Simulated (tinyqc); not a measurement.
Geometry optimisation on the UHF/sto-3g surface (energies and gradients from PySCF), for CH2, spin multiplicity 3, step by step. Computed by tinyqc, a small Python program that keeps every step (integrals from PySCF). Settings: charge = 0, multiplicity = 3, basis = sto-3g, optimiser = bfgs, first Hessian = 1.0, largest step = 0.1, iteration cap = 30. Command: `OMP_NUM_THREADS=1 python tinyqc.py 23971 23972 out.jsonl` (the two numbers bound the seeds that draw the settings). One thread of a shared host (Intel(R) Xeon(R) Processor @ 2.60GHz), about 0.5 s of CPU time with the checks.

## Step 1: energy and gradient

positions at the start (bohr):
```
           x         y        z
1C   0.00378  -0.02268  0.02646
2H  -0.07748   1.77634  1.12061
3H   0.00000  -1.92185  1.24722
```

Self-consistent energy and analytic gradient at these positions.

energy = -38.4246522 hartree

gradient (hartree/bohr):
```
             x           y           z
1C   0.0017502   0.0438572  -0.0723035
2H  -0.0011686   0.0150185   0.0221394
3H  -0.0005816  -0.0588758   0.0501641
```

## Step 1: move

Quasi-Newton step p = -H^(-1) g (first H = 1 times the unit matrix); steps longer than 0.1 bohr are cut back (factor 0.850 here).

positions after step 1 (bohr):
```
           x         y        z
1C   0.00229  -0.05994  0.08788
2H  -0.07649   1.76358  1.10180
3H   0.00049  -1.87183  1.20460
```

## Step 2: energy and gradient

As before.

energy = -38.4335277 hartree

gradient (hartree/bohr):
```
             x           y           z
1C   0.0011753   0.0138241  -0.0393328
2H  -0.0008303   0.0118708   0.0150214
3H  -0.0003450  -0.0256950   0.0243115
```

## Step 2: move

inverse Hessian in use (bohr^2/hartree):
```
          1         2         3         4         5         6         7         8
1   1.00031   0.00397  -0.01058  -0.00022   0.00310   0.00397  -0.00009  -0.00707
2   0.00397   1.00365  -0.10738  -0.00293   0.04498   0.05112  -0.00104  -0.04863
3  -0.01058  -0.10738   1.34412   0.00753  -0.10886  -0.13545   0.00306   0.21624
4  -0.00022  -0.00293   0.00753   1.00015  -0.00217  -0.00279   0.00007   0.00510
5   0.00310   0.04498  -0.10886  -0.00217   1.03038   0.03958  -0.00094  -0.07536
6   0.00397   0.05112  -0.13545  -0.00279   0.03958   1.05068  -0.00118  -0.09071
7  -0.00009  -0.00104   0.00306   0.00007  -0.00094  -0.00118   1.00003   0.00197
8  -0.00707  -0.04863   0.21624   0.00510  -0.07536  -0.09071   0.00197   1.12399
9   0.00662   0.05626  -0.20867  -0.00474   0.06928   0.08476  -0.00188  -0.12554

          9
1   0.00662
2   0.05626
3  -0.20867
4  -0.00474
5   0.06928
6   0.08476
7  -0.00188
8  -0.12554
9   1.12391
```

Quasi-Newton step p = -H^(-1) g (the inverse Hessian comes from BFGS updates; coordinates in the order x, y, z of each atom); steps longer than 0.1 bohr are cut back.

positions after step 2 (bohr):
```
           x         y        z
1C   0.00021  -0.08196  0.15621
2H  -0.07500   1.74223  1.07511
3H   0.00110  -1.82845  1.16296
```

## Convergence

Stop when the largest gradient component is below 3e-5 hartree/bohr. The inverse Hessian follows the BFGS update with s = step, y = change of gradient.

Course of the optimisation:

| step | E (hartree) | largest gradient (hartree/bohr) |
|---|---|---|
| 1 | -38.4246522 | 7.23e-02 |
| 2 | -38.4335277 | 3.93e-02 |
| 3 | -38.4358974 | 1.46e-02 |
| 4 | -38.4360925 | 4.39e-03 |
| 5 | -38.4361377 | 3.27e-03 |
| 6 | -38.4362342 | 2.90e-04 |
| 7 | -38.4362343 | 2.80e-05 |

Final distances (angstrom):

| pair | distance |
|---|---|
| 2H-1C | 1.08206 |
| 3H-1C | 1.08208 |
| 3H-2H | 1.92412 |

Converged in 7 steps.
